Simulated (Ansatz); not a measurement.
System (SMILES): [O]O (O-OH), doublet.
Atoms: O1, O2, H3. Bonds: O1-O2, O2-H3.

Basis-set convergence of the harmonic zero-point energy at PBE0 with Ansatz (a first-principles code). Each level at its own minimum, finite differences of forces, unscaled; the reference is a large set that could be run, not a limit. All functions are spherical. The program fits the integrals of some runs and decomposes those of others, by size. Open shells are unrestricted. No added dispersion term, no relativity. Reference: the value in def2-QZVPPD, 9.07 kcal/mol. Deviations are taken from unrounded values.

| basis | functions | harmonic zero-point energy (kcal/mol) | minus reference (kcal/mol) |
|---|---|---|---|
| STO-3G | 11 | 9.14 | 0.07 |
| def2-SV(P) | 30 | 8.91 | -0.16 |
| 6-311G** | 42 | 9.07 | 0.01 |
| 6-311+G** | 50 | 9.04 | -0.02 |
| aug-cc-pVDZ | 55 | 9.05 | -0.02 |
| aug-pcseg-1 | 55 | 9.01 | -0.06 |
| def2-TZVP | 68 | 9.03 | -0.04 |
| def2-TZVPPD | 97 | 9.07 | 0.00 |
| aug-cc-pVTZ | 115 | 9.04 | -0.03 |
